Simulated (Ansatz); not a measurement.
Series CXY, Y = H, computed as singlets and as triplets. All species are isolated molecules in the gas phase. One relaxed conformer stands for each flexible species; it need not be the lowest. Strings in code marks are SMILES.

Quantity: adiabatic spin-state energy, in eV. The DFT solution of `[CH]Cl`, `[CH]F` and `[CH2]` is unstable or spin-contaminated; the geometry comes from it. HF references are unrestricted for open shells and restricted for singlets. The restricted reference of `[CH2]`, `[CH]F` and `[CH]Cl` is unstable towards unrestricted orbitals.

Level 1: composite: frozen-core CCSD(T) with HF/cc-pV5Z and the correlation energy extrapolated as X^-3 from cc-pVQZ and cc-pV5Z, plus CCSDT(Q) minus CCSD(T) in cc-pVDZ // PBE0-D3(BJ)/def2-TZVP (Ansatz, a first-principles code)
Level 2: frozen-core CCSD(T) with HF/cc-pV5Z and the correlation energy extrapolated as X^-3 from cc-pVQZ and cc-pV5Z // PBE0-D3(BJ)/def2-TZVP (Ansatz)
Level 3: frozen-core CCSDTQ/6-31g // PBE0-D3(BJ)/def2-TZVP (Ansatz)
Level 4: r2SCAN/cc-pVTZ // PBE0-D3(BJ)/def2-TZVP (Ansatz)

```csv
species,level 1,level 2,level 3,level 4
`[CH]Cl`: multiplicity 3 minus multiplicity 1,0.279,0.266,-0.261,-0.187
`[CH]F`: multiplicity 3 minus multiplicity 1,0.66,0.65,0.150,0.126
`[CH2]`: multiplicity 3 minus multiplicity 1,-0.390,-0.401,-1.02,-0.96
```
